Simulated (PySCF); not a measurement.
A structure optimised at PBE0-D3(BJ)/def2-TZVPD, used in a PySCF frequency run:

```xyz
2

Li     0.0000     0.0000    -0.3991
H      0.0000     0.0000     1.1972
```

**Question.** Write its SMILES, formula and point group.

**Answer.** [LiH], HLi, C∞v

**Question.** What are its rotational constants (standard atomic weights)?

**Answer.** 225.36 GHz (linear rotor, B only)
